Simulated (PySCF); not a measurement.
**What the settings do**

Molecule: `C#[O+]`, [CHO]+; geometry GFN2-xTB.

Geometry (Å), atoms numbered from 1 in this order:
```xyz
3

C     0.0062   -0.0009   -0.0042
O     1.0966   -0.0187   -0.0108
H    -1.0914    0.0170    0.0024
```

Total charge +1.

All runs: PySCF 2.14.0 with density-fitted response routines, non-relativistic, gas phase unless a solvent (IEF-PCM) is named; grid level 2, GIAOs and SCF threshold 1e-9 unless changed. The yardstick, PBE0/pcSseg-1, gives these isotropic shieldings σ (ppm, equivalent atoms averaged): C1 46.0, O2 -37.6, H3 24.12.

Q: What do these inputs give? (1) solvent acetonitrile; LDA/pcSseg-1; conv 1e-07; (2) PBE/def2-TZVPP; grid level 3; (3) PBE/def2-TZVPP; grid level 3; (4) PBE0/pcSseg-1; grid level 1; (5) PBE0/pcSseg-1; guess huckel; (6) PBE0/pcSseg-1; grid level 1; (7) PBE0/pcSseg-1; guess huckel; (8) revPBE/6-31G; max_cycle 1; (9) revPBE/6-31G; max_cycle 1

A: 
```
run        outcome  functions  wall time    C1     O2     H3
  1      converged         39     0.54 s  38.6  -29.7  23.45
  2      converged         76      4.8 s  51.9  -31.2  24.44
  3      converged         76      2.6 s  51.9  -31.2  24.44
  4      converged         39      4.4 s  46.0  -37.6  24.12
  5      converged         39      4.5 s  46.0  -37.6  24.12
  6      converged         39      2.9 s  46.0  -37.6  24.12
  7      converged         39      2.2 s  46.0  -37.6  24.12
  8  not converged         20      0.5 s     –      –      –
  9  not converged         20     0.26 s     –      –      –
```

Times are on shared hosts with different chips, so compare them loosely.

Q: Comment on the technical settings and failures.

A: 
- Run 4: Grid level 1 is coarse; it adds numerical noise and can break the equality of equivalent atoms.
- Run 5: The starting guess changes the path of the SCF (9 cycles), not the solution, provided the same state is reached.
- Run 6: Grid level 1 is coarse; it adds numerical noise and can break the equality of equivalent atoms.
- Run 7: The starting guess changes the path of the SCF (9 cycles), not the solution, provided the same state is reached.
- Run 8: The SCF stopped after 1 cycles without meeting its threshold and the cycle limit at 1, so no response property followed.
- Run 9: The SCF stopped after 1 cycles without meeting its threshold and the cycle limit at 1, so no response property followed.

Runs 8, 9 were set up unsoundly or failed; their numbers aren't to be quoted as properties of the molecule.
